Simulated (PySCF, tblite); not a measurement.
# C4H12N2: geometry, infrared bands and NMR shifts

What infrared bands and NMR shifts should C4H12N2 (`CCCNNC`) show?

Programs: tblite 0.8.0 and PySCF 2.14.0, with density-fitted response routines of our own. Each step states its level of theory. These are calculated values for one molecule in the gas phase, unless marked as measured. Atoms count from 0, in the outputs and in this text.

### Step 1. The molecule as given

18 atoms, charge 0, multiplicity 1; geometry from: force field or distance geometry start.

Bonds of the start (Å): C0–C1 1.52, C1–C2 1.52, C2–N3 1.44, N3–N4 1.37, N4–C5 1.42, C0–H6 1.12, C0–H7 1.11, C0–H8 1.10, C1–H9 1.07, C1–H10 1.11, C2–H11 1.10, C2–H12 1.12, N3–H13 1.01, N4–H14 1.03, C5–H15 1.11, C5–H16 1.11, C5–H17 1.12.

### Step 2. Relaxing the molecule with GFN2-xTB

Job settings and geometry (Å):

```
{"job": {"kind": "relax", "xc": "GFN2-xTB", "basis": "xTB"}, "charge": 0, "multiplicity": 1}
C     -2.689900    -0.328000     0.442900
C     -1.383300    -0.203300    -0.332900
C     -0.474900     0.631200     0.551900
N      0.824100     0.869500    -0.018700
N      1.538900    -0.285600    -0.230400
C      2.950900    -0.203000    -0.097600
H     -3.017700     0.682200     0.786100
H     -2.438600    -0.939600     1.336600
H     -3.465100    -0.837000    -0.144500
H     -1.619000     0.245200    -1.280000
H     -0.955200    -1.226500    -0.373500
H     -0.354300     0.146300     1.527600
H     -0.951600     1.632200     0.721400
H      0.856600     1.597100    -0.721000
H      1.134500    -1.111500     0.228200
H      3.375900     0.798700    -0.304200
H      3.399600    -0.917200    -0.825900
H      3.260300    -0.544700     0.927800
```

Command:

```sh
$ OMP_NUM_THREADS=1 python probes_run.py task.json out
```

This one command runs all jobs of the session in turn.

**Question.** This job is followed by: GFN2-xTB harmonic vibrations, gas phase; GIAO PBE0/pcSseg-1 NMR shielding, non-relativistic, gas phase. Predict these results of the whole session: strongest single infrared mode (GFN2-xTB); zero-point energy (GFN2-xTB); 13C shifts against TMS (PBE0/pcSseg-1); 1H shifts against TMS (PBE0/pcSseg-1, means over atoms taken as alike); 15N shifts against NH3 (PBE0/pcSseg-1); surface potential, 1st and 99th percentile.

The runs gave:

| quantity | value |
| --- | --- |
| strongest single infrared mode (GFN2-xTB) | 2958 cm⁻¹, 94 km/mol |
| zero-point energy (GFN2-xTB) | 102.1 kcal/mol |
| 13C shifts against TMS (PBE0/pcSseg-1) | 52.3, 39.5, 24.8, 13.5 ppm |
| 1H shifts against TMS (PBE0/pcSseg-1, means over atoms taken as alike) | 2.72, 2.69, 2.66, 2.19, 1.26, 0.95 ppm |
| 15N shifts against NH3 (PBE0/pcSseg-1) | 107.8, 82.5 ppm |
| surface potential, 1st and 99th percentile | -1.65 V and 1.19 V |

In words: Over 145 steps the energy fell by 0.821 eV; of the close pairs, N3–N4 changed most, 1.375 to 1.416 Å. All 48 modes are real, so the xTB geometry is a minimum. The strongest single mode, at 2958 cm⁻¹, moves mainly H12 and H10. Unscaled tight-binding wavenumbers are off by several per cent, some by more. Its intensities can rank the bands wrongly. C2 (sp3 CH2 bonded to N) lies farthest downfield among carbon, at 52.3 ppm; deshielded by the electronegative neighbour. At PBE0/pcSseg-1: The largest span, 104 ppm, is at N4, where the paramagnetic term is -134 ppm.
